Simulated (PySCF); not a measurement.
# Vibration and rotation of CN⁺

ROHF-CCSD(T) constants of CN⁺, ³Π (triplet), unpaired electrons σ ↑, π ↑ (basis C def2-TZVPPD, N def2-TZVPPD; no relativity; PySCF 2.14; masses 12.0000 and 14.0031 u):

```
ωe              : 1691.5 cm⁻¹
ωexe            : 17.2 cm⁻¹
Be              : 1.6745 cm⁻¹
αe              : 0.0216 cm⁻¹
D (centrifugal) : 6.56e-06 cm⁻¹
De to C⁺ + N    : 4.71 eV
```

(1) Give the vibrational terms G(v) and spacings up to v = 3.

(2) How well does the Morse estimate ωe²/(4ωexe) reproduce De, and what is D0?

Correlated steps freeze 2 core orbitals. For an ion De counts to the pair picked by the measured ionisation energies or electron affinities, which need not be the lowest pair at this level. The CCSD T1 diagnostic is raised, a sign that a single reference may not be enough here. The state was picked by a PBE0 search and need not be the measured ground state.

## Answers

(1) G(v) = ωe(v+½) − ωexe(v+½)².

```json
{"v": "0", "G(v) (cm⁻¹)": "841", "G(v) − G(v−1)": "", "Bv (cm⁻¹)": "1.664"}
{"v": "1", "G(v) (cm⁻¹)": "2499", "G(v) − G(v−1)": "1657", "Bv (cm⁻¹)": "1.642"}
{"v": "2", "G(v) (cm⁻¹)": "4121", "G(v) − G(v−1)": "1623", "Bv (cm⁻¹)": "1.621"}
{"v": "3", "G(v) (cm⁻¹)": "5710", "G(v) − G(v−1)": "1588", "Bv (cm⁻¹)": "1.599"}
```

(2) It gives 5.16 eV, 109 % of the computed De. D0 = De − G(0) = 4.71 − 0.10 = 4.61 eV.
